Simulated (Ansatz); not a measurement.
The input, for Ansatz 0.2.0:

```yaml
crystal:
  periodic: [false, false, false]
  atoms:
    - {symbol: H, position_ang: [0.000000, 0.000000, -1.157000]}
    - {symbol: H, position_ang: [0.000000, 0.000000, -0.277000]}
    - {symbol: Br, position_ang: [0.000000, 0.000000, 1.434000]}
basis:
  gaussian: {orbitals: 6-31G, fitting: {mean_field: def2-universal-jkfit}}
magnetization: {spin_polarized: true, initial_magnetization: 1}
correlation: {method: bccd, electrons: outside_noble_gas}
output: {forces: true}
```

```sh
$ ansatz run in.yaml --threads 1 --pin off --events-out ev --progress --plain --max-ram 2393MiB
```

**Question.** Roughly how long does this take on 1 thread of Arm Neoverse V1, shared host, and how much host memory?

**Answer.** 1.5 s wall and 0.08 GiB.

```
302 factors; integrals over basis functions are off by at most 6.0e-2 eV
mean field evaluation 1: about -70017.7363 eV, gradient 7.4e0 eV
mean field evaluation 2: about -70018.3089 eV, gradient 2.7e0 eV
mean field evaluation 4: about -70018.4157 eV, gradient 6.3e-1 eV
mean field evaluation 8: about -70017.7363 eV, gradient 7.4e0 eV
mean field evaluation 16: about -70017.3227 eV, gradient 2.6e-6 eV
mean field evaluation 32: about -70017.3227 eV, gradient 1.4e-3 eV
mean field evaluation 64: about -70018.2486 eV, gradient 3.3e0 eV
mean field -70018.42288678 eV, -2573.1295808975 hartree, gradient 1.2e-6 eV, S^2 0.783676; 7 other end points of the search recorded, 0 dependent functions left out
determinant -70018.42288678 eV, -2573.1295808975 hartree, with singles and doubles -70020.06555420 eV, -2573.1899478117 hartree
determinant -70017.32269720 eV, -2573.0891496761 hartree, with singles and doubles -70018.87164214 eV, -2573.1460723527 hartree
14 core orbitals not correlated: weight in the atoms' cores, before any rotation towards them, 1.000 or more for the frozen orbitals, at most 0.000 for the correlated occupied ones
reference -70018.42288678 eV, -2573.1295808975 hartree; 5, 4 occupied and 14, 15 virtual orbitals, 302 factors
second order -1.26953877 eV of doubles, -0.00000000 eV of singles
cycle   1  -1.65454488 eV  change   -1.9e-1 eV  update   1.0e-2
cycle   2  -1.65781282 eV  change   -3.3e-3 eV  update   2.9e-3
cycle   3  -1.65943132 eV  change   -1.6e-3 eV  update   1.2e-3
cycle   4  -1.66000200 eV  change   -5.7e-4 eV  update   4.1e-4
cycle   5  -1.66026099 eV  change   -2.6e-4 eV  update   1.2e-4
cycle   6  -1.66030872 eV  change   -4.8e-5 eV  update   3.4e-5
cycle   7  -1.66031375 eV  change   -5.0e-6 eV  update   1.9e-5
cycle   8  -1.66030797 eV  change    5.8e-6 eV  update   6.1e-6
cycle   9  -1.66030697 eV  change    1.0e-6 eV  update   1.5e-6
cycle  10  -1.66030681 eV  change    1.6e-7 eV  update   2.9e-7
the calculation of the forces begins
Total energy: -70020.08319359 eV, -2573.1905960473 hartree
Atom 0 at     0.000000     0.000000    -1.157000 Å, force     0.000000    -0.000000     1.239828 eV/Å
Atom 1 at     0.000000     0.000000    -0.277000 Å, force    -0.000000     0.000000    -2.799586 eV/Å
Atom 2 at     0.000000     0.000000     1.434000 Å, force     0.000000    -0.000000     1.559757 eV/Å
Dipole moment:    -0.000000     0.000000    -0.224433 e Å
```

Forces (eV/Å):
```
H    0.000  0.000  1.240
H    0.000  0.000 -2.800
Br   0.000  0.000  1.560
```
